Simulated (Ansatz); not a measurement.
# Al2P: the cost of one run

The runs use Ansatz 0.2.0, Gaussian basis; cc-pVTZ, core rule «outside noble gas», up to 15 orbitals frozen.

Plan: UHF; CCSD(T) on ROHF; CCSD(T) on UHF; BCCD(T) on ROHF; CCSDT(Q) on ROHF; CCSDT(Q) on UHF.

12 further runs of the same task are left out: 7 for a known fault of the program, 5 set aside as unsound or not needed. Runs told in other sessions of the task aren't counted.

**1. The geometry**

The geometry is a PBE0/def2-TZVP stationary point (not a proven minimum) of the parent state, kept for this charge and spin.

3 atoms, charge 0, spin multiplicity 2.

Atoms are counted from 1 here; the program's logs count them from 0.

Bond lengths: Al1–P2 2.259 Å, Al1–Al3 2.665 Å, P2–Al3 2.259 Å. Angles: P2–Al1–Al3 53.9°, Al1–P2–Al3 72.3°, Al1–Al3–P2 53.9°.

Coordinates:

```xyz
3

Al    0.00000   -0.66530   -1.33270
P     0.00000    1.15910    0.00000
Al    0.00000   -0.66530    1.33270
```

**2. UHF**

The input, in.yaml:

```yaml
crystal:
  periodic: [false, false, false]
  atoms:
    - {symbol: Al, position_ang: [0.000000, -0.665301, -1.332700]}
    - {symbol: P, position_ang: [0.000000, 1.159099, 0.000000]}
    - {symbol: Al, position_ang: [0.000000, -0.665301, 1.332700]}
basis:
  gaussian: {orbitals: cc-pVTZ}
magnetization: {spin_polarized: true, initial_magnetization: 1}
hamiltonian: {xc: hf}
output: {orbitals: {seedname: orbitals}}
```

Started as:

```bash
$ ansatz run in.yaml --threads 1 --pin off --events-out ev --progress --plain --max-ram 4096MiB --backend cpu
```

Q: Estimate wall time and peak memory on 1 thread of AMD EPYC 7R13, shared host.

About 22 s, with a peak of 0.33 GiB.
